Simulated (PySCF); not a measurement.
Molecule: SMILES Cn1ccnc1, C4H6N2.

Bonds (- single, = double, # triple, : aromatic): C1-N2 1.439 Å, N2:C3 1.373 Å, C3:C4 1.375 Å, C4:N5 1.365 Å, N5:C6 1.309 Å, C6:N2 1.362 Å. C1 carries H7, H8, H9; C3 carries H10; C4 carries H11; C6 carries H12.

Geometry PBE0-D3(BJ)/def2-SVP throughout; GIAO in PySCF 2.14.0 with density-fitted response routines, gas phase, one conformer, non-relativistic; equivalent atoms averaged; functional PBE0.

Problem. How do the shifts δ (against TMS, NH3 at the same level) depend on the basis set? (a selection of nuclei; ppm; last column core-seconds on shared hosts with different chips, so compare them loosely)

Solution. 
```
    basis set  functions     C4     C6     C3     N5     N2   H11   H12   H10  H7/H8/H9  core-s
       STO-3G         36  110.1  108.7  105.3  220.6   95.4  6.48  6.25  5.73      2.90     4.5
        6-31G         66  127.3  130.8  116.2  274.2  157.0  7.16  6.97  6.90      3.65     8.7
     pcSseg-0         66  144.3  148.7  130.6  318.3  176.1  7.18  6.96  6.70      3.80     4.7
       6-31G*         96  125.0  128.3  112.0  259.4  153.9  6.90  6.83  6.57      3.42      12
     def2-SVP        114  129.2  132.3  115.7  282.5  169.8  6.87  6.64  6.55      3.31      14
      cc-pVDZ        114  129.7  133.2  117.0  282.8  173.3  7.04  6.91  6.67      3.41     9.7
     pcSseg-1        132  137.1  140.4  122.6  304.5  186.0  7.18  7.05  6.85      3.52      17
  aug-cc-pVDZ        192  130.8  135.5  116.9  279.0  170.8  7.36  7.30  7.02      3.68      22
6-311+G(2d,p)        198  135.9  138.8  120.4  292.2  179.9  7.25  7.22  6.89      3.56      34
    def2-TZVP        222  136.7  139.6  121.2  300.1  184.6  7.27  7.17  6.93      3.55      41
      cc-pVTZ        264  135.9  138.6  120.5  299.5  183.3  7.21  7.14  6.89      3.55      33
     IGLO-III        270  140.3  143.4  124.6  301.4  184.5  7.26  7.20  6.91      3.58      35
     pcSseg-2        300  141.4  144.6  125.8  304.9  186.2  7.30  7.20  6.96      3.57      33
```

Problem. Which nucleus among those listed moves most, in ppm?

Solution. N5 (pyridine-type nitrogen of an azole): from 220.6 ppm with STO-3G to 318.3 ppm with pcSseg-0. The smallest spread is 0.88 ppm, at H11. Proton shifts span only some 12 ppm, so a few tenths of a ppm matter as much there as several ppm in carbon.

Problem. Taking the largest basis, pcSseg-2 (300 functions), as the yardstick, rank the others by their worst heavy-atom deviation.

Solution. IGLO-III 3.5 ppm (270 functions), pcSseg-1 4.3 ppm (132 functions), def2-TZVP 5.1 ppm (222 functions), cc-pVTZ 6.0 ppm (264 functions), 6-311+G(2d,p) 12.7 ppm (198 functions), pcSseg-0 13.4 ppm (66 functions), cc-pVDZ 22.1 ppm (114 functions), def2-SVP 22.4 ppm (114 functions), aug-cc-pVDZ 25.9 ppm (192 functions), 6-31G 30.7 ppm (66 functions), 6-31G* 45.6 ppm (96 functions), STO-3G 90.8 ppm (36 functions).

A small basis that lands close on one nucleus may do so by chance; judge by the trend and by all nuclei.
